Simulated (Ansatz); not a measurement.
# AlF₄−: a ladder of functionals and wavefunction methods

One table from this session's results is given with a row withheld; the runs are named, their logs left out.

Program: Ansatz 0.2.0, Gaussian basis. Level of theory: functionals in def2-TZVPPD, the program's frozen cores in correlated methods. These are calculated values, not measurements.

The runs, in order: LDA (SPW92), PBE-D4, revPBE-D4, BLYP-D4, r2SCAN-D4, B97M-V, PBE0-D4, B3LYP-D4, r2SCANh-D4, r2SCAN0-D4, HSE06-D4, BHLYP-D4, CAM-B3LYP-D4, LC-ωPBE, ωB97X-V, ωB97M-V, B2PLYP, PBE-QIDH; CCSD(T)/def2-SVPD; CCSD(T)/def2-TZVPPD; CCSD(T)/def2-QZVPPD; extrapolation to the limit; RPA on PBE.

## The relaxed structure

An earlier PBE0-D4 in a triple-zeta def2 set relaxation fixed the geometry.

SMILES `[F][Al-]([F])([F])[F]`, 5 atoms, charge -1, spin multiplicity 1.

Atoms are counted from 1 here; the program's logs count them from 0.

Bond lengths: F1–Al2 1.689 Å, Al2–F3 1.689 Å, Al2–F4 1.689 Å, Al2–F5 1.689 Å. Angles: F1–Al2–F3 109.5°, F1–Al2–F4 109.5°, F1–Al2–F5 109.5°, F3–Al2–F4 109.5°, F3–Al2–F5 109.5°, F4–Al2–F5 109.5°.

Geometry (Å):

```xyz
5
AlF4
F    -0.1015   -0.2940    1.6600
Al    0.0000    0.0000    0.0000
F    -1.3430    0.8958   -0.4962
F     0.0345   -1.4699   -0.8310
F     1.4099    0.8681   -0.3328
```

Set-up of the first run:

File in.yaml:

```yaml
crystal:
  periodic: [false, false, false]
  atoms:
    - {symbol: F, position_ang: [-0.101492, -0.294048, 1.659994]}
    - {symbol: Al, position_ang: [-0.000003, 0.000002, 0.000002]}
    - {symbol: F, position_ang: [-1.343001, 0.895813, -0.496204]}
    - {symbol: F, position_ang: [0.034543, -1.469894, -0.830998]}
    - {symbol: F, position_ang: [1.409943, 0.868127, -0.332795]}
basis:
  gaussian: {orbitals: "def2-TZVPPD.json"}
total_charge: -1
hamiltonian: {xc: lda}
output: {orbitals: {seedname: orbitals}}
```

Started as:

```sh
$ ansatz run in.yaml --threads 2 --pin off --events-out ev --progress --plain --max-ram 32768MiB --backend cpu
```

Among the steps run: LDA; PBE-D4 (GGA); revPBE-D4 (GGA); BLYP-D4 (GGA); r2SCAN-D4 (meta-GGA); B97M-V (meta-GGA); B3LYP-D4 (hybrid); r2SCANh-D4 (hybrid); r2SCAN0-D4 (hybrid); HSE06-D4 (hybrid); BHLYP-D4 (hybrid); CAM-B3LYP-D4 (range-separated); LC-ωPBE (range-separated); ωB97X-V (range-separated); ωB97M-V (range-separated); B2PLYP (double hybrid); PBE-QIDH (double hybrid).

One of the session's tables, all rows but one given; the rest of the session is left out.

It belongs to the step «Orbital energies across the functionals». Levels, from each run's orbital file:

```
  functional  HOMO (eV)  LUMO (eV)  gap (eV)
 LDA (SPW92)      -3.65       3.44      7.09
      PBE-D4          ?          ?         ?
   revPBE-D4      -3.30       3.37      6.67
     BLYP-D4      -3.36       3.41      6.77
   r2SCAN-D4      -3.84       4.02      7.86
      B97M-V      -3.97       3.55      7.52
     PBE0-D4      -5.43       3.96      9.39
    B3LYP-D4      -5.15       3.71      8.86
  r2SCANh-D4      -4.61       4.14      8.76
  r2SCAN0-D4      -5.78       4.32     10.09
    HSE06-D4      -5.01       3.69      8.70
    BHLYP-D4      -7.49       4.26     11.75
CAM-B3LYP-D4      -7.05       4.35     11.40
     LC-ωPBE      -8.33       5.06     13.39
     ωB97X-V      -8.02       5.07     13.09
     ωB97M-V      -8.00       4.43     12.43
```

**Question.** Estimate the row for PBE-D4.

As computed: HOMO (eV): -3.40; LUMO (eV): 3.43; gap (eV): 6.82. In the column «HOMO (eV)» it lies between LDA (SPW92) (-3.65) and BLYP-D4 (-3.36).
